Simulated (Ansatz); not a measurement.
Input file:

```yaml
crystal:
  periodic: [false, false, false]
  atoms:
    - {symbol: P, position_ang: [0.000000, 0.000000, 0.000000]}
    - {symbol: P, position_ang: [0.000000, 0.000000, 4.339000]}
basis:
  gaussian: {orbitals: STO-3G}
total_charge: 1
magnetization: {spin_polarized: false, initial_magnetization: 1}
correlation: {active_space: {window: {electrons: 3, orbitals: 2}, fixed_orbitals: true, states: [{multiplicity: 2, weights: [1, 1]}], root: 0}}
output: {forces: true}
```

```sh
$ ansatz run in.yaml --threads 1 --pin off --events-out ev --progress --plain --max-ram 2393MiB
```

Output:

```
262 factors; integrals over basis functions are off by at most 2.8e-8 eV
mean field evaluation 1: about -18314.6043 eV, gradient 1.3e0 eV
mean field evaluation 2: about -18314.6043 eV, gradient 1.3e0 eV
mean field evaluation 4: about -18317.9809 eV, gradient 3.0e-1 eV
mean field evaluation 8: about -18317.9810 eV, gradient 9.8e-7 eV
mean field evaluation 16: about -18321.4372 eV, gradient 1.0e-3 eV
mean field evaluation 32: about -18321.1074 eV, gradient 5.4e-2 eV
mean field evaluation 64: about -18321.0608 eV, gradient 9.4e-7 eV
mean field evaluation 96: about -18321.1153 eV, gradient 1.6e-5 eV
mean field evaluation 128: about -18321.0399 eV, gradient 9.6e-2 eV
mean field evaluation 160: about -18321.4399 eV, gradient 4.4e-2 eV
mean field evaluation 192: about -18321.4398 eV, gradient 4.8e-2 eV
mean field evaluation 224: about -18321.0533 eV, gradient 3.8e-2 eV
mean field evaluation 256: about -18320.1933 eV, gradient 8.0e0 eV
mean field evaluation 288: about -18321.4394 eV, gradient 2.4e-1 eV
mean field evaluation 320: about -18321.1535 eV, gradient 1.1e-1 eV
mean field evaluation 352: about -18320.8554 eV, gradient 2.0e-3 eV
mean field evaluation 384: about -18320.8283 eV, gradient 7.2e-4 eV
mean field -18321.44292790 eV, -673.3006088804 hartree, gradient 2.1e-6 eV, S^2 0.750000; 32 other end points of the search recorded, 0 dependent functions left out
reference -18321.44292790 eV, -673.3006088804 hartree; 15, 14 occupied and 3, 4 virtual orbitals, 262 factors
state -18321.44292790 eV, -673.3006088804 hartree
state -18321.06833183 eV, -673.2868427285 hartree
the calculation of the forces begins
Total energy: -18321.44292790 eV, -673.3006088804 hartree
Atom 0 at     0.000000     0.000000     0.000000 Å, force     0.000000     0.000000     0.489974 eV/Å
Atom 1 at     0.000000     0.000000     4.339000 Å, force    -0.000000    -0.000000    -0.489974 eV/Å
Dipole moment:    -0.000000    -0.000000    -1.252406 e Å
```

Natural occupations, averaged over the states: 1.5000 1.5000.

Forces (eV/Å):
```
P    0.000  0.000  0.490
P    0.000  0.000 -0.490
```

Ran on 1 thread of Arm Neoverse V1, shared host: 1.1 s wall, 0.16 GiB peak host memory.
